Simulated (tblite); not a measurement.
Compound: C4H3S (doublet state).
SMILES: `[CH2]C#CC=S`

Method: GFN2-xTB as coded in tblite; computed harmonic values from a numerical Hessian at the method's own geometry, unscaled. Against measured fundamentals such values can be off by several per cent, at times by over 20. Open shells enter through the occupations alone, without spin polarisation, and single modes of such species can be off by tens of per cent.

Harmonic wavenumbers (cm⁻¹): 106.5, 184.7, 253.1, 352.7, 423.8, 438.2, 731.1, 791.2, 801.7, 956.9, 964.8, 1186.4, 1358.3, 1583.7, 2117.4, 2995.1, 3083.8, 3102.4.

A = 25273, B = 1633, C = 1534 MHz; mass 82.996 u (most abundant isotopes); point group Cs, symmetry number 1; spin multiplicity 2.

**Question.** Zero-point energy?

**Answer.** ½Σν̃ = 10716 cm⁻¹ = 30.64 kcal/mol.

**Question.** What is S at 273.15 K and 1 bar for an ideal gas of classical rigid rotors and harmonic oscillators?

**Answer.** Translation 38.75, rotation 25.77, vibration 10.05, spin (R ln 2) 1.38: S = 76.0 cal/(mol K).

**Question.** And Cp and H(273.15 K) − H(0)?

**Answer.** Cp = 20.23 cal/(mol K), of which vibrations give 12.29 (their classical limit is 18 R = 35.8); H(273.15 K) − H(0) = 3.79 kcal/mol without the zero-point energy, 1.62 from vibrations.

**Question.** Which modes carry the vibrational entropy at 273.15 K?

**Answer.** 106.5 cm⁻¹: 3.16; 184.7 cm⁻¹: 2.12; 253.1 cm⁻¹: 1.56; 352.7 cm⁻¹: 1.02; 423.8 cm⁻¹: 0.76; 438.2 cm⁻¹: 0.71 cal/(mol K); the other 12 give 0.72 together.

**Question.** Blend soft modes into free rotors: weight 1/[1 + (100 cm⁻¹/ν̃)⁴] for the oscillator and the rest for a rotor with moment μB/(μ + B), μ = h/(8π²ν), B = 10⁻⁴⁴ kg m². What vibrational entropy results?

**Answer.** 9.87 cal/(mol K) in place of 10.05, which changes −T·S at 273.15 K by +0.05 kcal/mol.

Hindered rotation and anharmonicity are outside this model.
